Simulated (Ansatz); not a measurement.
# CCSD/STO-3G run of PF3 (SMILES FP(F)F)

Aim: the energy change on altering one bond length of PF3 at CCSD/STO-3G, from 2 runs. 

Program for the calculation: Ansatz 0.2.0.

42 further runs of the same task are left out: 7 that didn't finish, 35 set aside as unsound or not needed.

## Step 1: The system as given

PF3: 4 atoms, total charge 0, spin state singlet. SMILES: `FP(F)F`. The shape is that of a GFN2-xTB optimisation.

Bond lengths: P1–F2 1.597 Å, P1–F3 1.598 Å, P1–F4 1.598 Å. Angles: F2–P1–F3 94.0°, F2–P1–F4 93.9°, F3–P1–F4 94.0°.

## Step 2: A single-point energy at CCSD/STO-3G

File run.yaml:

```yaml
crystal:
  periodic: [false, false, false]
  atoms:
    - {symbol: P, position_ang: [-0.004630, 0.005090, 0.642290]}
    - {symbol: F, position_ang: [1.349610, -0.029560, -0.203150]}
    - {symbol: F, position_ang: [-0.648490, 1.180250, -0.228190]}
    - {symbol: F, position_ang: [-0.696500, -1.155780, -0.210950]}
basis:
  gaussian: {orbitals: STO-3G}
correlation: {method: ccsd, frozen_orbitals: {F: 1, P: 5}}
accuracy: high
scf: {omitted_lower_state_checks: [cluster_reference, increment]}
```

Launch:

```bash
$ ansatz run run.yaml --threads 1 --pin off --max-ram 2610MiB --events-out events.jsonl --progress --plain --runs-dir runs
```

What it wrote (excerpt; [...] marks lines left out):

```text
Warning: RAYON_NUM_THREADS=1 ignored (pool sized by the plan → 1); use --threads N
Functional definition: HF
  name "HF"
[...]
463 factors; integrals over basis functions are off by at most 4.2e-8 eV
[...]
mean field -17171.10887681 eV, -631.0266122270 hartree, gradient 1.5e-8 eV, S^2 0.000000; 0 other end points of the search recorded, 0 dependent functions left out
8 core orbitals not correlated: weight in the atoms' cores, before any rotation towards them, 1.000 or more for the frozen orbitals, at most 0.000 for the correlated occupied ones
reference -17171.10887681 eV, -631.0266122270 hartree; 13, 13 occupied and 3, 3 virtual orbitals, 463 factors
second order -2.13491972 eV of doubles, -0.00000000 eV of singles
cycle   1  -2.42696833 eV  change   -2.9e-1 eV  update   7.5e-2
[...]
cycle  19  -2.68090068 eV  change    1.9e-9 eV  update   1.4e-9
Total energy: -17173.78977749 eV, -631.1251335098 hartree
Checks for a lower state left out: cluster_reference, increment
```

It took 0.12 s on 1 thread of AMD EPYC 9R45 (Zen 5), shared host.

## Step 3: The distorted shape at the same level

File molecule.yaml:

```yaml
crystal:
  periodic: [false, false, false]
  atoms:
    - symbol: P
      position_ang: [-0.343220, 0.013753, 0.853669]
    - symbol: F
      position_ang: [1.349610, -0.029560, -0.203150]
    - symbol: F
      position_ang: [-0.987080, 1.188913, -0.016811]
    - symbol: F
      position_ang: [-1.035090, -1.147117, 0.000429]
basis:
  gaussian: {orbitals: STO-3G}
correlation: {method: ccsd, frozen_orbitals: {F: 1, P: 5}}
accuracy: high
scf: {omitted_lower_state_checks: [cluster_reference, increment]}
```

Launch:

```bash
$ ansatz run molecule.yaml --threads 1 --pin off --max-ram 2610MiB --events-out events.jsonl --progress --plain --runs-dir runs
```

What it wrote (excerpt; [...] marks lines left out):

```text
Warning: RAYON_NUM_THREADS=1 ignored (pool sized by the plan → 1); use --threads N
Functional definition: HF
  name "HF"
[...]
456 factors; integrals over basis functions are off by at most 4.0e-8 eV
[...]
mean field -17169.30251453 eV, -630.9602296378 hartree, gradient 2.8e-8 eV, S^2 0.000000; 0 other end points of the search recorded, 0 dependent functions left out; unrestricted orbitals would lower it
8 core orbitals not correlated: weight in the atoms' cores, before any rotation towards them, 1.000 or more for the frozen orbitals, at most 0.000 for the correlated occupied ones
reference -17169.30251453 eV, -630.9602296378 hartree; 13, 13 occupied and 3, 3 virtual orbitals, 456 factors
second order -2.70855504 eV of doubles, -0.00000000 eV of singles
cycle   1  -3.19109955 eV  change   -4.8e-1 eV  update   1.0e-1
[...]
cycle  23  -3.64013159 eV  change  -1.6e-10 eV  update   3.2e-9
Total energy: -17172.94264612 eV, -631.0940020064 hartree
Checks for a lower state left out: cluster_reference, increment
```

Run time: 0.14 s. Hardware: 1 thread of AMD EPYC 9R45 (Zen 5), shared host.

## Step 4: Results

At CCSD/STO-3G, 8 core orbitals frozen:

| quantity | value |
| --- | --- |
| first shape: total energy | -631.12513 Eh |
| first shape: correlation energy (8 core orbitals frozen) | -98.5 mEh |
| first shape: T1 diagnostic | 0.012 |
| distorted shape: total energy | -631.09400 Eh |
| distorted shape: correlation energy (8 core orbitals frozen) | -133.8 mEh |
| distorted shape: T1 diagnostic | 0.015 |
| energy change with the P1–F2 bond stretched from 1.597 to 1.996 Å | 0.847 eV |

What this shows: With the P1–F2 bond stretched from 1.597 to 1.996 Å the energy rises by 0.85 eV (19.5 kcal/mol). The first shape isn't relaxed at this level, so the change isn't measured from a minimum. The minimal basis adds a large error of its own. The restricted solution (distorted shape) is unstable to spin breaking: an unrestricted one lies lower.
